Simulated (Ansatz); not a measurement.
`CBCl` + H₂ → `BCl` + CH₄ at 600 K and 1 bar (hydrogenolysis of a B–C bond).

Gas-phase electronic energies from Ansatz, PBE0-D4/def2-TZVP geometries. CCSD(T)/CBS is the MP2 limit (def2-TZVPP, def2-QZVPP) plus CCSD(T) − MP2 in def2-TZVPP, frozen cores. This one scheme is used for every species.

```csv
species,CCSD(T)/CBS energy (Eh),H − E (kJ/mol),S (J/(mol·K))
`CBCl`,-525.07110,169.4,342.6
H₂,-1.17544,43.9,150.8
`BCl`,-485.78909,80.5,267.8
CH₄,-40.46206,140.4,215.7
```

H − E and S are ideal-gas, rigid-rotor, harmonic terms from PBE0-D4/def2-TZVP. The MP2-based limit puts H₂ 0.8 mEh under its directly extrapolated value; such offsets cancel only in part. 1 Eh = 2625.50 kJ/mol, R = 8.31446 J/(mol·K).

**Question.** By hand: ΔE, ΔH, ΔS and ΔG.

**Answer.** ΔE = (-485.78909) + (-40.46206) − (-525.07110) − (-1.17544) = -0.00461 Eh = -12.1 kJ/mol. Δ(H − E) = 80.5 + 140.4 − 169.4 − 43.9 = 7.6, so ΔH = -4.5 kJ/mol. ΔS = 267.8 + 215.7 − 342.6 − 150.8 = -9.9 J/(mol·K). ΔG = -4.5 − 600 × (-9.9)/1000 = 1.4 kJ/mol.

**Question.** By hand: the equilibrium constant, and the temperature at which ΔG would vanish if ΔH and ΔS stayed fixed.

**Answer.** log₁₀ K = −ΔG/(RT ln 10) = -0.1. ΔG = 0 at ΔH/ΔS = 455 K, though so small a ΔH makes that figure unsure.

TΔS isn't small against ΔH here. The sign of ΔG lies within the doubt. A doubt of 5 kJ/mol in ΔE shifts log₁₀ K by 0.4 here. Modes under 60 cm⁻¹, often nearly free rotors, make the harmonic entropy too high. These are equilibria of isolated gas molecules and say nothing of rates. Largest T1 diagnostic: 0.012 (customary marks: 0.02 for closed shells, 0.045 for open ones).
